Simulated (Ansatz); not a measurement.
A nudged elastic band was laid between two geometries of CH3OSi (6 atoms, charge 1, multiplicity 1).

The calculation used Ansatz, RKS PBE/def2-SVP.

* movable images: 5
* climbing image: yes
* spring: 5.0 eV/Å²
* optimiser: quadratic models (default)
* start path: through a guess of the saddle point
* force threshold: 0.05 eV/Å
* iteration limit: 60
* end points: relaxed

First end point:

```xyz
6
Properties=species:S:1:pos:R:3
O 1.078 1.192 -0.772
C 0.377 0.288 -0.288
Si -0.891 -0.392 0.723
H 1.775 0.888 -1.425
H -2.040 -0.845 -0.115
H -0.299 -1.131 1.876
```

Last end point:

```xyz
6
Properties=species:S:1:pos:R:3
O 1.127 0.811 -0.219
C 0.273 -0.012 0.277
Si -0.922 -1.395 -0.234
H 1.155 0.827 -1.207
H -1.949 -0.258 -0.019
H 0.315 0.027 1.402
```

Q: Which bonds break or form, and what moves?

A: Bonds broken: Si3–H6. Bonds formed: C2–H6.

Q: What energy profile does the band end with?

A: The run converged. The highest image is number 3 of 0 to 6, 0.38 eV above the first end and 0.95 eV above the last; the last end lies 0.57 eV below the first. A vibrational analysis at the climbing image gives one clearly imaginary mode, 573i cm⁻¹: a first-order saddle point. The orbitals stay closed-shell, which can raise the energy where a bond breaks towards radicals; this wasn't checked here. Limits of this set-up: the dipole of an ion depends on the origin.

| image | path coordinate (Å) | energy (eV) | Si3–H6 (Å) | C2–H6 (Å) |
| --- | --- | --- | --- | --- |
| 0 | 0.00 | 0.00 | 1.49 | 2.67 |
| 1 | 0.54 | 0.07 | 1.49 | 2.62 |
| 2 | 1.08 | 0.22 | 1.51 | 2.26 |
| 3 | 1.62 | 0.38 | 1.57 | 1.80 |
| 4 | 2.11 | 0.00 | 1.76 | 1.34 |
| 5 | 2.60 | -0.48 | 2.19 | 1.15 |
| 6 | 3.09 | -0.57 | 2.50 | 1.13 |

Q: What is the geometry of the highest image?

A: 
```xyz
6
Properties=species:S:1:pos:R:3
O 1.095 1.046 -0.467
C 0.152 0.278 -0.225
Si -0.787 -1.143 0.244
H 1.746 0.813 -1.187
H -2.182 -0.565 0.211
H -0.024 -0.430 1.423
```

Q: What are the harmonic wavenumbers there?

A: 573i, 250, 422, 551, 585, 650, 837, 982, 1708, 1918, 2131, 3397 cm⁻¹.

The band took 20 iterations and of the order of 40 core-seconds.

The run took 41 s on 1 thread of AMD EPYC 9R45 96-Core Processor (Zen 5), on a shared host, peak memory 0.13 GiB.
